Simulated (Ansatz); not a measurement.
# BNH (quartet): B3LYP, r2SCAN0 over a scan of the distance N2–H3, 6-31G

How well do these functionals follow the top wave-function level for BNH (quartet) over a scan of the distance N2–H3?

Method: 6-31G, all electrons in the functionals; program: Ansatz 0.2.0, Gaussian basis.

To be run: B3LYP, r2SCAN0, at 0.832 Å; 0.943 Å; 1.030 Å; 1.139 Å; 1.262 Å; 1.434 Å; 1.618 Å; 1.929 Å; 2.303 Å; 2.724 Å; 3.495 Å.

20 further runs of the same task are left out: 1 for a mislabelled method, 1 for a known fault of the program, 12 that didn't finish, 6 set aside as unsound or not needed.

### Step 1. The system

The geometry derives from a PBE0/def2-TZVP stationary point (not a proven minimum). One bond is set to the value named and the two fragments are kept rigid.

3 atoms, charge 0, spin multiplicity 4.

Atoms are counted from 1 here; the program's logs count them from 0.

Bond lengths: B1–N2 1.465 Å, N2–H3 1.030 Å. Angles: B1–N2–H3 111.7°.

No dispersion term is added. B3LYP takes the VWN-RPA correlation.

The geometry shown and the zero of energy belong to the point 1.030 Å. The yardstick, FCI, and other wave-function levels (R restricted, U unrestricted, valence and pair active spaces) come from earlier runs.

### Step 2. B3LYP, 0.832 Å

in.yaml

```yaml
crystal:
  periodic: [false, false, false]
  atoms:
    - {symbol: B, position_ang: [0.000000, 0.086478, 0.859974]}
    - {symbol: N, position_ang: [0.000000, -0.110891, -0.591728]}
    - {symbol: H, position_ang: [0.000000, 0.613440, -1.001078]}
basis:
  gaussian: {orbitals: 6-31G}
magnetization: {spin_polarized: true, initial_magnetization: 3}
hamiltonian: {xc: {name: B3LYP}}
```

Started as:

```bash
$ ansatz run in.yaml --threads 1 --pin off --events-out ev --progress --plain --max-ram 2393MiB
```

After this run come: B3LYP, 0.943 Å; B3LYP, 1.030 Å; B3LYP, 1.139 Å; B3LYP, 1.262 Å; B3LYP, 1.434 Å; B3LYP, 1.618 Å; B3LYP, 1.929 Å; B3LYP, 2.303 Å; B3LYP, 2.724 Å; B3LYP, 3.495 Å; r2SCAN0, 0.832 Å; r2SCAN0, 0.943 Å; r2SCAN0, 1.030 Å; r2SCAN0, 1.139 Å; r2SCAN0, 1.262 Å; r2SCAN0, 1.434 Å; r2SCAN0, 1.618 Å; r2SCAN0, 1.929 Å; r2SCAN0, 2.303 Å; r2SCAN0, 2.724 Å; r2SCAN0, 3.495 Å.

Before running them: what should the planned runs give, taken together? Wanted: span of the FCI curve; largest miss, B3LYP; largest miss, r2SCAN0.

The runs gave:

```
             quantity                     value
span of the FCI curve             31.9 kcal/mol
  largest miss, B3LYP  +13.5 kcal/mol (3.495 Å)
largest miss, r2SCAN0  +22.1 kcal/mol (3.495 Å)
```

**Reading.** Of the functionals, B3LYP keep the smallest largest miss at the points compared (at most 13.5 kcal/mol) and r2SCAN0 strays most (22.1 kcal/mol, at 3.495 Å). Functionals and the yardstick converge differently with the basis, so part of each miss in 6-31G is the basis.
